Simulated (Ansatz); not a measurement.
Molecule (SMILES): N#C (CH-N).
Atoms: C1, N2, H3. Bonds: C1-N2, C1-H3.

How fast the optimised C1-N2 bond length converges with the basis for several methods (Ansatz, a quantum-chemistry and plane-wave program): deviation from each method's own reference, in Å. References: B3LYP 1.1449 Å, the value in aug-pcseg-3; CCSD(T) 1.1565 Å, the value in def2-QZVPP; HF 1.1231 Å, the value in aug-pcseg-3; MP2 1.1624 Å, the value in aug-pcseg-3; PBE 1.1573 Å, the value in aug-pcseg-3. Cartesian d functions, on some or all atoms, in 6-31G**; all else is spherical. In correlated methods cores are frozen. No added dispersion term, no relativity. The reference of a correlated method is not its basis-set limit, which lies further on.

| basis | functions | B3LYP | CCSD(T) | HF | MP2 | PBE |
|---|---|---|---|---|---|---|
| STO-3G | 11 | 0.0479 | 0.0484 | 0.0299 | (withheld) | 0.0487 |
| 3-21G | 20 | 0.0160 | 0.0196 | 0.0141 | (withheld) | 0.0165 |
| 6-31G** | 35 | 0.0122 | 0.0145 | 0.0097 | (withheld) | 0.0117 |
| cc-pVTZ | 74 | 0.0013 | 0.0036 | 0.0016 | (withheld) | 0.0012 |
| def2-TZVPP | 76 | 0.0012 | 0.0029 | 0.0011 | (withheld) | 0.0011 |
| jun-cc-pV(T+d)Z | 92 | 0.0014 | 0.0038 | 0.0016 | (withheld) | 0.0012 |
| aug-cc-pVTZ | 115 | 0.0011 | 0.0036 | 0.0013 | (withheld) | 0.0010 |
| def2-QZVPP | 144 | 0.0001 | 0.0000 | 0.0002 | (withheld) | 0.0001 |

**Question.** What belongs in the gaps?

**Answer.** 
- STO-3G, MP2: 0.0611
- 3-21G, MP2: 0.0238
- 6-31G**, MP2: 0.0154
- cc-pVTZ, MP2: 0.0044
- def2-TZVPP, MP2: 0.0037
- jun-cc-pV(T+d)Z, MP2: 0.0048
- aug-cc-pVTZ, MP2: 0.0046
- def2-QZVPP, MP2: 0.0012

Mean absolute deviation over cc-pVTZ, def2-TZVPP, jun-cc-pV(T+d)Z, aug-cc-pVTZ: PBE 0.0011, B3LYP 0.0013, HF 0.0014, CCSD(T) 0.0035, MP2 0.0044 Å.
